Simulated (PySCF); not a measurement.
C4H8.
Atom-mapped SMILES: `[CH3:1]/[CH:2]=[CH:3]\[CH3:4]` (hydrogens: H5, H6, H7 on C1; H8 on C2; H9 on C3; H10, H11, H12 on C4)

The same species was optimised twice, with GFN2-xTB and with PBE0-D3(BJ)/def2-SVP (PySCF), and the same property calculations (PySCF, gas phase) were run on both structures.

| coordinate | GFN2-xTB | PBE0-D3(BJ)/def2-SVP | change |
| --- | --- | --- | --- |
| C2=C3 (Å) | 1.324 | 1.339 | +0.015 |
| C2–H8 (Å) | 1.083 | 1.097 | +0.014 |
| C3–H9 (Å) | 1.083 | 1.097 | +0.014 |
| C1–H7 (Å) | 1.085 | 1.099 | +0.014 |
| C4–H10 (Å) | 1.085 | 1.099 | +0.014 |
| C1–H6 (Å) | 1.090 | 1.103 | +0.013 |
| C1–H5 (Å) | 1.090 | 1.103 | +0.013 |
| C4–H11 (Å) | 1.090 | 1.103 | +0.013 |
| C4–H12 (Å) | 1.090 | 1.103 | +0.013 |
| C3–C4 (Å) | 1.494 | 1.494 | 0.000 |
| C1–C2 (Å) | 1.494 | 1.494 | 0.000 |
| C1–C2–H8 (°) | 113.8 | 115.3 | +1.5 |
| C4–C3–H9 (°) | 113.9 | 115.3 | +1.4 |
| C2–C3–H9 (°) | 118.4 | 117.0 | -1.4 |
| C3–C2–H8 (°) | 118.4 | 117.0 | -1.4 |
| H5–C1–H6 (°) | 107.5 | 106.3 | -1.2 |
| H11–C4–H12 (°) | 107.5 | 106.3 | -1.2 |
| C2–C1–H6 (°) | 109.7 | 110.9 | +1.2 |
| C2–C1–H5 (°) | 109.8 | 110.9 | +1.1 |

Rotational constants: A = 16533, B = 5150, C = 4127 MHz (GFN2-xTB) against A = 16325, B = 5093, C = 4079 MHz (PBE0-D3(BJ)/def2-SVP). Point groups within 0.08 Å: C2v and C2v.

On the GFN2-xTB structure: lowest singlet, TDDFT (eV) 6.76 [CAM-B3LYP/def2-SVPD]; lowest triplet, Tamm–Dancoff (eV) 4.49 [CAM-B3LYP/def2-SVPD]; isotropic polarisability (au) 50.9 [CAM-B3LYP/def2-SVPD]; HOMO (eV) -8.27 [CAM-B3LYP/def2-SVPD]; LUMO (eV) 1.54 [CAM-B3LYP/def2-SVPD]; dipole (D) 0.22 [CAM-B3LYP/def2-SVPD]; HOMO (eV) -6.93 [PBE0/pcSseg-1]; LUMO (eV) 0.92 [PBE0/pcSseg-1]; dipole (D) 0.24 [PBE0/pcSseg-1]; GIAO shielding of C1/C4 (mean) (ppm) 171.5 [PBE0/pcSseg-1]; GIAO shielding of C2/C3 (mean) (ppm) 55.2 [PBE0/pcSseg-1]; C1s of C1 (eV) 290.59 [delta-SCF UKS SCAN, pcX-2 on the ionised atom, pcseg-1 elsewhere, spin-free X2C]; C1s of C2 (eV) 290.03 [delta-SCF UKS SCAN, pcX-2 on the ionised atom, pcseg-1 elsewhere, spin-free X2C].

**Question.** What do these properties become on the PBE0-D3(BJ)/def2-SVP structure?

**Answer.** 
```
                                    property                                                                            level  on GFN2-xTB  on PBE0-D3(BJ)/def2-SVP  change
                  lowest singlet, TDDFT (eV)                                                              CAM-B3LYP/def2-SVPD         6.76                     6.71   -0.05
           lowest triplet, Tamm–Dancoff (eV)                                                              CAM-B3LYP/def2-SVPD         4.49                     4.33   -0.16
               isotropic polarisability (au)                                                              CAM-B3LYP/def2-SVPD         50.9                     52.1    +1.2
                                   HOMO (eV)                                                              CAM-B3LYP/def2-SVPD        -8.27                    -8.22   +0.05
                                   LUMO (eV)                                                              CAM-B3LYP/def2-SVPD         1.54                     1.54    0.00
                                  dipole (D)                                                              CAM-B3LYP/def2-SVPD         0.22                     0.25   +0.03
energy, GFN2-xTB geometry as zero (kcal/mol)                                                              CAM-B3LYP/def2-SVPD          0.0                     -0.6    -0.6
                                   HOMO (eV)                                                                    PBE0/pcSseg-1        -6.93                    -6.89   +0.04
                                   LUMO (eV)                                                                    PBE0/pcSseg-1         0.92                     0.78   -0.14
                                  dipole (D)                                                                    PBE0/pcSseg-1         0.24                     0.26   +0.02
energy, GFN2-xTB geometry as zero (kcal/mol)                                                                    PBE0/pcSseg-1          0.0                     -0.3    -0.3
        GIAO shielding of C1/C4 (mean) (ppm)                                                                    PBE0/pcSseg-1        171.5                    169.8    -1.7
        GIAO shielding of C2/C3 (mean) (ppm)                                                                    PBE0/pcSseg-1         55.2                     51.6    -3.6
                              C1s of C1 (eV)  delta-SCF UKS SCAN, pcX-2 on the ionised atom, pcseg-1 elsewhere, spin-free X2C       290.59                   290.68   +0.09
                              C1s of C2 (eV)  delta-SCF UKS SCAN, pcX-2 on the ionised atom, pcseg-1 elsewhere, spin-free X2C       290.03                   290.11   +0.08
```

The heavy atoms differ by 0.007 Å rms after alignment. Among all bonds C1–H7, C2=C3, C2–H8, C3–H9 and C4–H10 change most and about equally (+0.014 to +0.015 Å). Changes are differences of the printed values. Neither structure is proved a minimum here.
